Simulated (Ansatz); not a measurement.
The cluster P2S2⁻. The state is a doublet with charge -1. Geometry PBE0-D4/def2-TZVPD; atoms count from 1.

```xyz
4

P    -0.894    0.917   -0.807
P     0.895   -0.916    0.807
S     0.332   -0.772   -1.245
S    -0.333    0.772    1.245
```

The highest occupied level of the charge -1 doublet lies above zero (up to 0.62 eV). The electron is either unbound and held by the finite basis, or the level is raised by self-interaction error. Another isomer (doublet) lies 0.93 eV lower at PBE0-D4/def2-TZVPD; other spin states weren't run for this one.

(1) Estimate the Mulliken populations from the PBE0/def2-TZVPD orbitals of Ansatz.

(2) Where does the spin sit?

(3) And the Mayer bond orders between heavy atoms (over 0.3)?

Answers

(1) 
```tsv
atom	charge (e)	spin (α − β)
P1	-0.15	0.33
P2	-0.15	0.33
S3	-0.35	0.17
S4	-0.35	0.17
```
Mulliken values depend strongly on the basis. With diffuse functions, as here, like atoms can get unlike values, and bond orders can come out too low or too high.

(2) Summed by element: P 0.66, S 0.34, of 1 unpaired in all. Largest on single atoms: P2 0.33, P1 0.33, S4 0.17.

(3) P1–S3 1.15 (2.13 Å); P1–S4 1.15 (2.13 Å); P2–S3 1.15 (2.13 Å); P2–S4 1.15 (2.13 Å).
